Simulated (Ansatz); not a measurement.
**SiH5 (doublet): from Hartree-Fock to the top rungs at distance Si1–H5 along a hydrogen transfer = 2.072 Å, 6-31G**

How much of the correlation energy of SiH5 (doublet) does each wave-function method recover here?

Method: 6-31G, core rule «outside noble gas», up to 5 orbitals frozen; program: Ansatz 0.2.0, Gaussian basis.

The runs, in order: UHF; CCSD(T) on ROHF; CCSD(T) on UHF; BCCD(T) on ROHF; CISD; CCSDT(Q) on ROHF; CCSDT(Q) on UHF; CCSDTQ on ROHF; CASSCF and MRCISD+Q, 3 electrons in 3 orbitals; CASSCF and NEVPT2, 3 electrons in 3 orbitals; CASSCF and MRCISD+Q, 9 electrons in 9 orbitals; CASSCF and MRCISD+Q(relaxed), 9 electrons in 9 orbitals; CASSCF and NEVPT2, 9 electrons in 9 orbitals; Full CI.

10 further runs of the same task are left out: 9 that didn't finish, 1 set aside as unsound or not needed.

## Step 1: The geometry

The geometry derives from fragments relaxed apart (PBE0/def2-TZVP) and kept rigid, so it is no stationary point. A hydrogen atom is moved between rigid fragments.

6 atoms, charge 0, spin multiplicity 2.

Atoms are counted from 1 here; the program's logs count them from 0.

Bond lengths: Si1–H2 1.485 Å, Si1–H3 1.485 Å, Si1–H4 1.485 Å, H5–H6 0.745 Å. Angles: H2–Si1–H3 109.5°, H2–Si1–H4 109.5°, H3–Si1–H4 109.5°.

## Step 2: UHF

in.yaml

```yaml
crystal:
  periodic: [false, false, false]
  atoms:
    - {symbol: Si, position_ang: [-0.103589, 0.000000, 0.000000]}
    - {symbol: H, position_ang: [-0.598461, 1.399708, 0.000000]}
    - {symbol: H, position_ang: [-0.598461, -0.699854, 1.212183]}
    - {symbol: H, position_ang: [-0.598461, -0.699854, -1.212183]}
    - {symbol: H, position_ang: [1.968411, 0.000000, 0.000000]}
    - {symbol: H, position_ang: [2.713411, 0.000000, 0.000000]}
basis:
  gaussian: {orbitals: 6-31G}
magnetization: {spin_polarized: true, initial_magnetization: 1}
hamiltonian: {xc: hf}
output: {orbitals: {seedname: orbitals}}
```

The run is started by

```bash
$ ansatz run in.yaml --threads 1 --pin off --events-out ev --progress --plain --max-ram 2393MiB
```

After this run come: CCSD(T) on ROHF; CCSD(T) on UHF; BCCD(T) on ROHF; CISD; CCSDT(Q) on ROHF; CCSDT(Q) on UHF; CCSDTQ on ROHF; CASSCF and MRCISD+Q, 3 electrons in 3 orbitals; CASSCF and NEVPT2, 3 electrons in 3 orbitals; CASSCF and MRCISD+Q, 9 electrons in 9 orbitals; CASSCF and MRCISD+Q(relaxed), 9 electrons in 9 orbitals; CASSCF and NEVPT2, 9 electrons in 9 orbitals; Full CI.

**Question.** What will the summary of the whole plan be? Wanted: FCI below the RHF energy; RMP2 from FCI; UMP2 from FCI; RCCSD from FCI; RCCSD(T) from FCI; UCCSD(T) from FCI; RCCSDT(Q) from FCI; UCCSDT(Q) from FCI; NEVPT2 pair from FCI.

As calculated:

| quantity | value |
| --- | --- |
| FCI below the RHF energy | -2.6649 eV |
| RMP2 from FCI | +783.6 meV |
| UMP2 from FCI | +771.0 meV |
| RCCSD from FCI | +35.0 meV |
| RCCSD(T) from FCI | +10.6 meV |
| UCCSD(T) from FCI | +10.7 meV |
| RCCSDT(Q) from FCI | +0.3 meV |
| UCCSDT(Q) from FCI | +0.2 meV |
| NEVPT2 pair from FCI | +647.4 meV |
| NEVPT2 valence from FCI | +235.6 meV |
| MRCISD+Q valence from FCI | +13.7 meV |
| levels within 1 kcal/mol (43 meV) | RCCSD, UCCSD, RCCSD(T), UCCSD(T), BCCD(T), RCCSDT, UCCSDT, RCCSDT(Q), UCCSDT(Q), RCCSDTQ, MRCISD valence, MRCISD+Q valence, MRCISD+Q(relaxed) valence |
| T1 diagnostic | 0.016 |
| effectively unpaired electrons | 1.03 |

RCCSD(T) lands +10.6 meV from the yardstick (0.4 % of the correlation energy). One determinant dominates. Of the multireference levels listed MRCISD+Q(relaxed) valence comes nearest in total energy (+0.3 meV), which doesn't show that its space is the better one. These misses are within one basis, not against nature; the frozen cores of restricted and unrestricted runs differ, which can shift their rows.
